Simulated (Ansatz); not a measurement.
The input, for Ansatz 0.2.0:

```yaml
crystal:
  periodic: [false, false, false]
  atoms:
    - {symbol: C, position_ang: [0.000000, 0.000000, 0.000000]}
    - {symbol: Ga, position_ang: [0.000000, 0.000000, 1.887000]}
basis:
  gaussian: {orbitals: aug-cc-pVTZ}
magnetization: {spin_polarized: false, initial_magnetization: 1}
correlation: {method: sc_nevpt2, electrons: outside_noble_gas, active_space: {window: {electrons: 7, orbitals: 8}, shells: [{species: C, l: s, shell: 2}, {species: C, l: p, shell: 2}, {species: Ga, l: s, shell: 4}, {species: Ga, l: p, shell: 4}]}}
```

```sh
$ ansatz run in.yaml --threads 2 --pin off --events-out ev --progress --plain --max-ram 23808MiB --backend cuda --devices 0, --max-vram 18GiB
```

(1) Roughly how long does this take on 2 threads of AMD EPYC 7R13 with a shared H100 80 GB, shared host, and how much host memory?

```
1172 factors; integrals over basis functions are off by at most 1.6e-7 eV
mean field evaluation 1: about -53357.6568 eV, gradient 2.0e1 eV
mean field evaluation 2: about -53357.6978 eV, gradient 2.0e1 eV
mean field evaluation 4: about -53359.3801 eV, gradient 3.1e0 eV
mean field evaluation 8: about -53359.5707 eV, gradient 7.9e-1 eV
mean field evaluation 16: about -53359.5846 eV, gradient 2.6e-6 eV
mean field evaluation 32: about -53360.1039 eV, gradient 1.1e-1 eV
mean field evaluation 64: about -53357.5896 eV, gradient 1.4e1 eV
mean field evaluation 96: about -53359.8551 eV, gradient 3.8e-3 eV
mean field evaluation 128: about -53359.8132 eV, gradient 6.2e0 eV
mean field evaluation 160: about -53360.0865 eV, gradient 1.7e0 eV
mean field evaluation 192: about -53360.1016 eV, gradient 4.2e-1 eV
mean field evaluation 224: about -53359.8551 eV, gradient 4.0e-4 eV
mean field evaluation 256: about -53359.5846 eV, gradient 6.5e-6 eV
mean field -53360.10496035 eV, -1960.9476885148 hartree, gradient 7.1e-7 eV, S^2 0.750000; 16 other end points of the search recorded, 0 dependent functions left out
reference -53360.10496035 eV, -1960.9476885148 hartree; 19, 18 occupied and 86, 87 virtual orbitals, 1172 factors
state -53362.84943388 eV, -1961.0485460566 hartree
state -53362.84943388 eV, -1961.0485460566 hartree; corrected -53365.31937642 eV, -1961.1393147706 hartree
Total energy: -53365.31937642 eV, -1961.1393147706 hartree
Checks for a lower state left out: starts, orbital_swaps
```

Results:

(1) 4 s wall and 0.81 GiB.
